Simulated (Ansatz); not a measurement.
A run on CH₇Si₂, SMILES `[SiH2]C[SiH3]` radical with other settings.

```yaml
crystal:
  periodic: [false, false, false]
  atoms:
    - {symbol: Si, position_ang: [-1.418826, 0.832712, -0.779372]}
    - {symbol: C, position_ang: [0.114549, 0.630721, -0.507196]}
    - {symbol: Si, position_ang: [0.591159, -0.797427, 0.834810]}
    - {symbol: H, position_ang: [-2.213654, -0.622557, -0.636914]}
    - {symbol: H, position_ang: [-1.671990, 1.644389, -1.341652]}
    - {symbol: H, position_ang: [0.574656, -0.311355, -1.386467]}
    - {symbol: H, position_ang: [1.048234, 1.192458, -0.303206]}
    - {symbol: H, position_ang: [-0.059737, -2.096921, 0.991167]}
    - {symbol: H, position_ang: [0.570317, -0.304167, 2.492014]}
    - {symbol: H, position_ang: [2.390806, -0.954996, 1.093556]}
basis:
  gaussian: {orbitals: cc-pVTZ, fitting: {mean_field: def2-universal-jkfit}}
total_charge: 1
hamiltonian: {xc: {name: B3LYP5}, pseudopotentials: {relativity: none}}
output: {forces: true}
```

```sh
$ ansatz run in.yaml --threads 4 --pin off --events-out ev --progress --plain --max-ram 10444MiB
```

Shortened log:

```
Functional definition: B3LYP5
  name "B3LYP5"
  cite "Stephens, Devlin, Chabalowski & Frisch, J. Phys. Chem. 98, 11623 (1994) doi:10.1021/j100096a001"
  cite "Becke, Phys. Rev. A 38, 3098 (1988) doi:10.1103/PhysRevA.38.3098"
  cite "Lee, Yang & Parr, Phys. Rev. B 37, 785 (1988) doi:10.1103/PhysRevB.37.785"
  cite "Vosko, Wilk & Nusair, Can. J. Phys. 58, 1200 (1980) doi:10.1139/p80-159"
  parameter a0 = 0.2
  parameter ax = 0.72
  parameter ac = 0.81
  exchange = (1 - a0 - ax)*slater_x + ax*b88_x + a0*exact_x
  correlation = (1 - ac)*vwn5_c + ac*lyp_c
457 factors; integrals over basis functions are off by at most 1.3e0 eV
mean field evaluation 1: about -16875.3469 eV, gradient 7.4e1 eV
mean field evaluation 2: about -16859.8838 eV, gradient 9.1e1 eV
mean field evaluation 4: about -16887.6151 eV, gradient 3.8e0 eV
mean field evaluation 8: about -16887.6676 eV, gradient 4.6e-2 eV
mean field -16887.66759159 eV, -620.6103371188 hartree, gradient 3.9e-5 eV, S^2 0.000000; 0 other end points of the search recorded, 0 dependent functions left out
the calculation of the forces begins
reference -16887.66787465 eV, -620.6103475211 hartree; 20, 20 occupied and 176, 176 virtual orbitals, 457 factors
Total energy: -16887.66787465 eV, -620.6103475211 hartree
Atom 0 at    -1.418826     0.832712    -0.779372 Å, force    -1.493326   -21.788901    11.363218 eV/Å
Atom 1 at     0.114549     0.630721    -0.507196 Å, force    11.318189    -5.028977     1.150434 eV/Å
Atom 2 at     0.591159    -0.797427     0.834810 Å, force     3.866939     0.635684     4.835516 eV/Å
Atom 3 at    -2.213654    -0.622557    -0.636914 Å, force     0.620393     2.411657    -0.228999 eV/Å
Atom 4 at    -1.671990     1.644389    -1.341652 Å, force    -7.654179    20.798284   -13.616824 eV/Å
Atom 5 at     0.574656    -0.311355    -1.386467 Å, force    -1.676719     2.567782     1.955521 eV/Å
Atom 6 at     1.048234     1.192458    -0.303206 Å, force    -1.028057     0.526189    -0.663533 eV/Å
Atom 7 at    -0.059737    -2.096921     0.991167 Å, force    -0.456020    -0.189174    -0.904057 eV/Å
Atom 8 at     0.570317    -0.304167     2.492014 Å, force    -0.631041    -0.120472    -2.571931 eV/Å
Atom 9 at     2.390806    -0.954996     1.093556 Å, force    -2.866180     0.187928    -1.319347 eV/Å
Dipole moment:    -0.561783     0.406768    -0.601123 e Å
```

Hardware: 4 threads of an INTEL XEON PLATINUM 8581C on a shared host. Wall time 0.9 s, peak host memory 0.27 GiB.
